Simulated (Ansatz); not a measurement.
```yaml
crystal:
  periodic: [false, false, false]
  atoms:
    - {symbol: Nb, position_ang: [0.000000, 0.000000, 0.000000]}
    - {symbol: Ge, position_ang: [0.000000, 0.000000, 2.650000]}
basis:
  gaussian: {orbitals: def2-TZVP}
magnetization: {spin_polarized: true, initial_magnetization: 3}
hamiltonian: {xc: pbe0}
relax: {f_tol: 0.004, max_steps: 80}
```

```sh
$ ansatz run in.yaml --threads 1 --pin off --events-out ev --progress --plain --max-ram 2176MiB
```

Steps of the relaxation (energy above the last step; positions in Å, forces in eV/Å):

```
2
step 1, 164.7 meV
Nb    0.000    0.000    0.000    0.000    0.000    1.316
Ge    0.000    0.000    2.650    0.000    0.000   -1.316
```

```
2
step 2, 2.0 meV
Nb    0.000    0.000    0.096    0.000    0.000    0.192
Ge    0.000    0.000    2.554    0.000    0.000   -0.192
```

```
2
step 3, 0.7 meV
Nb    0.000    0.000    0.112    0.000    0.000   -0.122
Ge    0.000    0.000    2.538    0.000    0.000    0.122
```

```
2
step 5, 0.0 meV
Nb    0.000    0.000    0.106    0.000    0.000    0.000
Ge    0.000    0.000    2.544    0.000    0.000    0.000
```

Close pairs at the end: Nb1–Ge2 2.437 Å.

A stationary point of unrestricted PBE0 after 5 steps, with ⟨S²⟩ = 4.133 against 3.75 for a pure state. 60 s on 1 thread of Intel Xeon 6975P-C, shared host.
